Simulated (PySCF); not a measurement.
NaS: one state, many levels of theory

State: ²Π (doublet), unpaired electrons π ↑. Set-up: PySCF, no relativity, basis sets Na def2-TZVPP, S def2-TZVPP. De refers to Na + S in their high-spin ground configurations, without counterpoise correction. The functionals are run spin-unrestricted. A positive dipole means Na(−)S(+).

```csv
Level,Re (Å),ωe (cm⁻¹),De (eV),μ (D)
UHF,2.513,332,1.48,-9.17
UHF-MP2,2.486,333,2.41,n/a
UHF-SCS-MP2,2.491,332,2.42,n/a
UHF-CCSD,2.487,332,2.34,n/a
UHF-CCSD(T),2.487,331,2.41,n/a
PBE,2.496,322,2.60,-7.76
PW91,2.494,322,2.66,-7.75
BP86,2.504,319,2.63,-8.04
TPSS,2.503,321,2.66,-8.09
r²SCAN,2.494,330,2.67,-8.45
PBE0,2.484,332,2.53,-8.29
r²SCAN0,2.486,335,2.59,-8.65
ωB97X-V,2.482,339,2.70,-8.66
```

The bond length runs from 2.482 Å (ωB97X-V) to 2.513 Å (UHF). De spans 1.48 eV (UHF, mean field) to 2.70 eV (ωB97X-V, range-separated hybrid). Correlation at CCSD(T) changes the Hartree–Fock bond energy by +0.93 eV; the triples alone change it by +0.07 eV.

Correlated steps freeze 6 core orbitals. The state was picked by a PBE0 search and need not be the measured ground state.
